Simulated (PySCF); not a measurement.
Potential energy of ClF⁺ along the bond

Set-up: PySCF, no relativity, basis sets Cl def2-TZVP, F def2-TZVP. Energies in eV from Cl⁺ + F in their ground configurations at the same level. All curves are PBE0. state 1: ²Π (doublet), unpaired electrons π ↑; state 2: ⁴Σ⁻ (quartet), unpaired electrons σ ↑, π ↑↑, a second solution, started from another occupation.

| R (Å) | state 1 | state 2 |
| --- | --- | --- |
| 1.314 | -1.603 | 3.3280 |
| 1.375 | -2.447 | 2.1224 |
| 1.436 | -2.906 | 1.2263 |
| 1.482 | -3.066 | 0.7079 |
| 1.528 | -3.107 | 0.2972 |
| 1.574 | -3.058 | -0.0237 |
| 1.635 | -2.888 | -0.3344 |
| 1.711 | -2.564 | -0.5676 |
| 1.803 | -2.081 | -0.6739 |
| 1.925 | -1.387 | -0.6167 |

Problem. Put a parabola through the three lowest points of the state 1 curve and estimate Re, k and ωe (reduced mass 12.31 u; 1 eV/Å² = 0.16022 mdyn/Å; ωe = 1302.8·√(k/μ) cm⁻¹).

Solution. Through R = 1.482, 1.528, 1.574 Å the second-order coefficient is 21.3 eV/Å², so Re ≈ 1.526 Å, k ≈ 6.81 mdyn/Å and ωe ≈ 969 cm⁻¹. A polynomial fit of higher order to the unrounded PBE0 energies gives Re = 1.524 Å, k = 7.03 mdyn/Å, ωe = 984 cm⁻¹; anharmonicity and rounding make the difference.

The higher-order fit for each curve: state 1: Re = 1.524 Å, ωe = 984 cm⁻¹, De = 3.11 eV. State 2 gave no clean fit.

For an ion De counts to the pair picked by the measured ionisation energies or electron affinities, which need not be the lowest pair at this level. The state was picked by a PBE0 search and need not be the measured ground state.
